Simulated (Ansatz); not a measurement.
Molecular dynamics, step by step

CH4NSi (SMILES [NH2+]=C=[SiH2]) (charge +1), singlet, PBE-D4/def2-SVPD (Ansatz 0.2.0). Settings (timestep in fs, temperature in K; T counts 15 degrees of freedom):

```yaml
hamiltonian: {xc: pbe, dispersion: d4}
md: {n_steps: 40, timestep: 0.75, temperature: 200, ensemble: nve, seed: 94, initial_velocities: maxwell_boltzmann}
```

Start (the SMILES describes the start alone):

```
7
angstrom
N -1.1501 -0.2455 -0.8956
C -0.2932 -0.3388 0.0296
Si 1.1528 0.2753 0.8750
H -1.8909 -0.9458 -0.9837
H -1.1808 0.5029 -1.5953
H 0.9443 1.0754 2.0621
H 2.4179 -0.3235 0.5079
```

```json
{"step": "0", "time (fs)": "0.00", "potential energy less the start (meV)": "0.0", "kinetic energy (meV)": "129.3", "T (K)": "200"}
{"step": "2", "time (fs)": "1.50", "potential energy less the start (meV)": "20.2", "kinetic energy (meV)": "110.4", "T (K)": "171"}
{"step": "4", "time (fs)": "3.00", "potential energy less the start (meV)": "32.8", "kinetic energy (meV)": "97.9", "T (K)": "151"}
{"step": "6", "time (fs)": "4.50", "potential energy less the start (meV)": "31.9", "kinetic energy (meV)": "97.9", "T (K)": "151"}
{"step": "8", "time (fs)": "6.00", "potential energy less the start (meV)": "64.8", "kinetic energy (meV)": "65.5", "T (K)": "101"}
{"step": "10", "time (fs)": "7.50", "potential energy less the start (meV)": "96.5", "kinetic energy (meV)": "35.7", "T (K)": "55"}
{"step": "12", "time (fs)": "9.00", "potential energy less the start (meV)": "38.9", "kinetic energy (meV)": "91.2", "T (K)": "141"}
{"step": "14", "time (fs)": "10.50", "potential energy less the start (meV)": "-12.6", "kinetic energy (meV)": "141.8", "T (K)": "219"}
{"step": "16", "time (fs)": "12.00", "potential energy less the start (meV)": "-3.9", "kinetic energy (meV)": "134.5", "T (K)": "208"}
{"step": "18", "time (fs)": "13.50", "potential energy less the start (meV)": "4.6", "kinetic energy (meV)": "125.8", "T (K)": "195"}
{"step": "20", "time (fs)": "15.00", "potential energy less the start (meV)": "14.7", "kinetic energy (meV)": "115.6", "T (K)": "179"}
{"step": "22", "time (fs)": "16.50", "potential energy less the start (meV)": "26.9", "kinetic energy (meV)": "104.1", "T (K)": "161"}
{"step": "24", "time (fs)": "18.00", "potential energy less the start (meV)": "-0.4", "kinetic energy (meV)": "131.4", "T (K)": "203"}
{"step": "26", "time (fs)": "19.50", "potential energy less the start (meV)": "-53.0", "kinetic energy (meV)": "181.7", "T (K)": "281"}
{"step": "28", "time (fs)": "21.00", "potential energy less the start (meV)": "-27.9", "kinetic energy (meV)": "158.4", "T (K)": "245"}
{"step": "30", "time (fs)": "22.50", "potential energy less the start (meV)": "0.1", "kinetic energy (meV)": "131.2", "T (K)": "203"}
{"step": "32", "time (fs)": "24.00", "potential energy less the start (meV)": "-15.9", "kinetic energy (meV)": "146.3", "T (K)": "226"}
{"step": "34", "time (fs)": "25.50", "potential energy less the start (meV)": "-31.0", "kinetic energy (meV)": "161.1", "T (K)": "249"}
{"step": "36", "time (fs)": "27.00", "potential energy less the start (meV)": "-34.5", "kinetic energy (meV)": "165.4", "T (K)": "256"}
{"step": "38", "time (fs)": "28.50", "potential energy less the start (meV)": "-60.6", "kinetic energy (meV)": "190.4", "T (K)": "295"}
{"step": "40", "time (fs)": "30.00", "potential energy less the start (meV)": "-55.0", "kinetic energy (meV)": "184.8", "T (K)": "286"}
```

Step 10, positions (Å) and forces (eV/Å):

| atom | x | y | z | Fx | Fy | Fz |
| --- | --- | --- | --- | --- | --- | --- |
| N1 | -1.169 | -0.233 | -0.906 | 0.833 | -2.738 | 2.716 |
| C2 | -0.262 | -0.357 | 0.040 | -1.362 | 1.020 | -1.815 |
| Si3 | 1.148 | 0.277 | 0.875 | 0.489 | 0.066 | 0.232 |
| H4 | -1.905 | -0.987 | -1.033 | 0.600 | 0.742 | 0.180 |
| H5 | -1.218 | 0.506 | -1.574 | 0.135 | 1.255 | -0.970 |
| H6 | 0.968 | 1.181 | 2.101 | -0.052 | -0.588 | -0.518 |
| H7 | 2.475 | -0.401 | 0.528 | -0.643 | 0.243 | 0.175 |

Step 34, positions (Å) and forces (eV/Å):

```tsv
atom	x	y	z	Fx	Fy	Fz
N1	-1.164	-0.264	-0.873	0.192	-0.880	1.176
C2	-0.209	-0.272	0.000	-2.421	-0.179	-1.944
Si3	1.136	0.269	0.864	1.203	0.386	1.370
H4	-1.945	-0.996	-0.869	0.923	0.842	-0.060
H5	-1.236	0.484	-1.580	-0.100	-0.092	-0.150
H6	0.774	1.017	2.135	0.173	-0.210	-0.408
H7	2.365	-0.542	0.635	0.030	0.132	0.016
```

Step 38, positions (Å) and forces (eV/Å):

```csv
atom,x,y,z,Fx,Fy,Fz
N1,-1.163,-0.266,-0.870,-0.024,-1.174,1.284
C2,-0.214,-0.257,-0.014,-1.269,0.080,-1.222
Si3,1.140,0.267,0.869,0.422,0.179,0.456
H4,-1.919,-0.980,-0.818,0.186,0.077,-0.064
H5,-1.289,0.409,-1.608,0.052,0.812,-0.796
H6,0.747,0.951,2.099,-0.032,0.326,0.436
H7,2.334,-0.528,0.655,0.665,-0.299,-0.095
```

Last step (40):

N1  (-1.162, -0.270, -0.865)
C2  (-0.221, -0.249, -0.024)
Si3  (1.143, 0.267, 0.871)
H4  (-1.893, -0.963, -0.794)
H5  (-1.315, 0.397, -1.647)
H6  (0.733, 0.925, 2.090)
H7  (2.337, -0.529, 0.662)
(Å)

The run took about 42 s on 2 CPU threads of an Arm Neoverse V2 (shared host).
